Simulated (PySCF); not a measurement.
Species: C6H7 (charge +1).
Geometry (GFN2-xTB, Å), atoms numbered from 1 in this order:
```xyz
13
C6H7 angstrom
C      1.4267    0.4363   -0.2692
C      1.1419   -0.9279   -0.1410
C     -0.1416   -1.3382    0.0996
C     -1.2280   -0.3753    0.2270
C     -0.8680    1.0298    0.0859
C      0.4258    1.4075   -0.1534
H      2.4448    0.7469   -0.4611
H      1.9401   -1.6489   -0.2338
H     -0.3752   -2.3888    0.2014
H     -2.0417   -0.6286   -0.4756
H     -1.7612   -0.5329    1.1814
H     -1.6513    1.7693    0.1762
H      0.6832    2.4513   -0.2551
```

PySCF, density fitting, gas phase, GFN2-xTB geometry. The standard run uses grid level 2 after a coarse-grid start, the def2-universal JK fitting basis (with tight functions added where the orbital basis needs them), an energy threshold of 1e-9 Eh and DIIS. The changed runs have no coarse-grid stage.

Question: Standard PBE0/pcSseg-1: E = -232.230427 Eh, HOMO -13.388 eV, LUMO -8.635 eV, 12 cycles (coarse-grid cycles included). What changes at PBE0/pcSseg-1 with: energy threshold 1e-06 Eh, start guess atom?

Answer: E = -232.230427 Eh (0.000 mEh), HOMO -13.386 eV (+0.002), LUMO -8.635 eV (0.000), 7 SCF cycles. The result matches the standard run within 0.02 mEh and 0.003 eV; such settings steer the iterations and don't enter the energy expression.

The cycles:
```
cycle   1  E = -232.0497269645  dE =  2.223e+00  |g| = 8.373e-01  |ddm| = 3.544e+00
cycle   2  E = -232.0409081838  dE =  8.819e-03  |g| = 8.402e-01  |ddm| = 1.450e+00
cycle   3  E = -232.2278155659  dE = -1.869e-01  |g| = 9.790e-02  |ddm| = 8.739e-01
cycle   4  E = -232.2289370579  dE = -1.121e-03  |g| = 7.200e-02  |ddm| = 1.437e-01
cycle   5  E = -232.2304033830  dE = -1.466e-03  |g| = 9.524e-03  |ddm| = 6.646e-02
cycle   6  E = -232.2304262583  dE = -2.288e-05  |g| = 1.929e-03  |ddm| = 9.349e-03
cycle   7  E = -232.2304271009  dE = -8.426e-07  |g| = 4.874e-04  |ddm| = 1.842e-03
```
